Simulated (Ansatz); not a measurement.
System (SMILES): O (H2O).
Atoms: O1, H2, H3. Bonds: O1-H2, O1-H3.

How fast the optimised O1-H2 bond length converges with the basis for several methods (Ansatz, a first-principles code): deviation from each method's own reference, in Å. References: CCSD(T) 0.9581 Å, the value in def2-QZVPP; HF 0.9395 Å, the value in pcseg-4; MP2 0.9589 Å, the value in aug-cc-pVQZ; PBE 0.9689 Å, the value in pcseg-4; PBE0 0.9575 Å, the value in pcseg-4. Cartesian d functions, on some or all atoms, in 6-31G*; all else is spherical. In correlated methods cores are frozen. No added dispersion term, no relativity. The reference of a correlated method is not its basis-set limit, which lies further on.

```tsv
basis	functions	CCSD(T)	HF	MP2	PBE	PBE0
6-31G*	19	?	0.0078	0.0098	0.0079	0.0072
def2-SVP	24	?	0.0055	0.0036	0.0058	0.0052
cc-pVDZ	24	?	0.0068	0.0060	0.0081	0.0072
6-311G**	30	?	0.0015	-0.0010	0.0012	0.0009
def2-TZVP	43	?	0.0025	0.0034	0.0022	0.0021
pcseg-2	58	?	0.0000	-0.0008	0.0000	0.0000
def2-TZVPP	59	?	0.0005	-0.0002	0.0003	0.0003
def2-QZVPP	117	?	0.0001	-0.0008	-0.0002	-0.0001
```

Fill in the missing entries.


- 6-31G*, CCSD(T): 0.0128
- def2-SVP, CCSD(T): 0.0057
- cc-pVDZ, CCSD(T): 0.0082
- 6-311G**, CCSD(T): 0.0008
- def2-TZVP, CCSD(T): 0.0048
- pcseg-2, CCSD(T): 0.0001
- def2-TZVPP, CCSD(T): 0.0007
- def2-QZVPP, CCSD(T): 0.0000

Mean absolute deviation over 6-311G**, def2-TZVP, pcseg-2, def2-TZVPP: PBE0 0.0008, PBE 0.0009, HF 0.0011, MP2 0.0014, CCSD(T) 0.0016 Å.
